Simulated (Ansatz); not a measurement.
Diamond

Calculation: Hartree–Fock in Ansatz (plane waves, PAW).

Numerical settings: plane-wave cutoff 460 eV, 12×12×12 k mesh, Fermi–Dirac smearing 0.01 eV, scalar-relativistic PAW data made under PBE.

Cell: measured lattice: a = 3.5670 Å, b = 3.5670 Å, c = 3.5670 Å, α = 90.00°, β = 90.00°, γ = 90.00°.

For diamond, the band gap is 12.56 eV (indirect), the smallest direct gap on the k points sampled is 14.76 eV and the width of the whole s-p valence band is 29.29 eV.

Note: cell and atoms aren't relaxed at this level (pressure -6.7 GPa).

The result took about 2.3 core-minutes (a rough figure).

Ansatz is an electronic-structure program.
